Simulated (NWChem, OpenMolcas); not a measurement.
## OpenMolcas → NWChem

OpenMolcas 26.06 runs this on quartet NH2:

mol.xyz:
```
3

N      0.337090    -0.200010     0.166180
H      0.130750     0.805920     0.159430
H     -0.467840    -0.605900    -0.325600
```

mol.input:
```
&GATEWAY
 BASLIB = $CurrDir
 COORD = mol.xyz
 BASIS = def2-TZVPPD
 GROUP = NoSym

&SEWARD
 GRIDINPUT
 Grid=UltraFine
 End of Grid

&SCF
 UHF
 SPIN = 4
 KSDFT = B3LYP
 THRESHOLDS = 1e-10 1e-07 1e-07 1e-05
 PRORBITALS = 1 1
```

```bash
$ export MOLCAS_MEM=1860
$ pymolcas mol.input > mol.log
```

(Basis files named in the input come from the Basis Set Exchange and aren't shown.)

The coordinates come from a PBE0-D4/def2-TZVP relaxation. That shape belongs to the parent species and isn't relaxed for this state.

It gives a total energy of -55.633092 Eh.

Question: How is this level of theory, on these atoms, set up in NWChem 7.3.0 as an input file of the program's own?

Answer: One way, which was run:

h2n.nw:
```
echo
start h2n
title "H2N"
memory stack 720 mb heap 180 mb global 900 mb
charge 0

geometry noautosym nocenter noautoz
  N      0.337090    -0.200010     0.166180
  H      0.130750     0.805920     0.159430
  H     -0.467840    -0.605900    -0.325600
end

basis "ao basis" spherical bse
  * library def2-TZVPPD
end

dft
  xc b3lyp
  mult 4
  grid xfine
  convergence energy 1e-08
  iterations 100
  mulliken
end

task dft
```

```bash
$ nwchem h2n.nw > h2n.out
```

Its energy is -55.633092 Eh, the same as the first but for the last digit, at most.
